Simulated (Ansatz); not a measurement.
Reaction: CH5ClOSi (chlorosilylmethanol, SMILES C([SiH2]Cl)O) → HO (SMILES [OH], doublet) + CH4ClSi (SMILES Cl[SiH2][CH2], doublet) (the C-O bond breaks)
Each species at its own B3LYP-D3(BJ)/def2-TZVP minimum (Ansatz, a quantum-chemistry and plane-wave program), one conformer.

Wanted: bond dissociation energy (electronic), in kJ/mol. Radicals and triplets start from unrestricted determinants; spin-orbit coupling is neglected. CBS(X,Y): correlation extrapolated as X^-3, Hartree-Fock from the larger set. A bracket is a step between two methods taken in the basis named. The functionals are non-relativistic, so their misses hold any scalar relativity. Double hybrids freeze cores in their MP2 part. '+ core + X2C': CCSD(T) terms for core correlation (cc-pwCVTZ, 1s frozen past Ne) and scalar relativity (cc-pVTZ-DK).

CCSD(T)/CBS(cc-pV(T+d)Z,cc-pV(Q+d)Z) + [CCSDT(Q) - CCSD(T)]/cc-pV(D+d)Z + core + X2C (Ansatz) gives 381.1 kJ/mol.

Question: How far off this value is PBE/def2-TZVPD (Ansatz), in which direction, and which of these levels come nearer: r2SCAN/def2-TZVPD, B3LYP/def2-TZVPD, PBE0/def2-TZVPD, wB97M-V/def2-TZVPD, B2PLYP/def2-TZVPD, CCSD(T)/CBS(cc-pV(T+d)Z,cc-pV(Q+d)Z) + core + X2C?

Answer: PBE gives 385.6 kJ/mol, 4.5 kJ/mol above it. Differences of the others: r2SCAN/def2-TZVPD (Ansatz) -28.3; B3LYP/def2-TZVPD (Ansatz) -26.9; PBE0/def2-TZVPD (Ansatz) -15.0; wB97M-V/def2-TZVPD (Ansatz) -2.0; B2PLYP/def2-TZVPD (Ansatz) -16.2; CCSD(T)/CBS(cc-pV(T+d)Z,cc-pV(Q+d)Z) + core + X2C (Ansatz) -0.4 kJ/mol. Nearer than PBE: wB97M-V/def2-TZVPD, CCSD(T)/CBS(cc-pV(T+d)Z,cc-pV(Q+d)Z) + core + X2C.
